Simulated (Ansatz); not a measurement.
A made-up structure of AlSiH4O, doublet:

O1  (-1.631, -0.892, -0.692)
Al2  (1.159, 0.099, 1.107)
Si3  (-0.364, 0.237, -0.708)
H4  (-2.301, -0.940, -1.373)
H5  (-0.231, 1.185, -1.757)
H6  (2.323, 1.059, 1.291)
H7  (1.054, -0.857, 2.285)
(Å)

It is relaxed with PBE-D4/def2-SVP and then PBE0-D4/def2-TZVP (Ansatz 0.2.0). Atoms count as bonded within 1.22 times the sum of their covalent radii (H–H: 0.88 Å). The end point is not checked to be a true minimum.

Q: Does its bonding change? (Judge from chemistry; the calculation decides.)

A: Computed: No: no bond forms or breaks.

Where it ends: The first stage lowers the energy by 0.35 eV in 6 steps. It ends as AlSiH₄O ([OH][SiH][AlH2]):
```
7
angstrom
O -1.6283 -0.8749 -0.7126
Al 1.1824 0.0947 1.2031
Si -0.3481 0.1551 -0.5844
H -2.1991 -0.7756 -1.4766
H -0.3458 1.0808 -1.7552
H 2.3342 1.1790 1.1174
H 1.0133 -0.9695 2.3614
```

Labels in which every atom is bracketed show which atoms are joined, not bond orders.

For scale, one of the runs: PBE0-D4/def2-TZVP relaxation, 129 basis functions, launched by `ansatz run in.yaml --threads 2 --pin off --events-out ev --progress --plain --max-ram 4352MiB`. The run took about 38 s on 2 CPU threads of an Intel Xeon Platinum 8259CL (shared host).
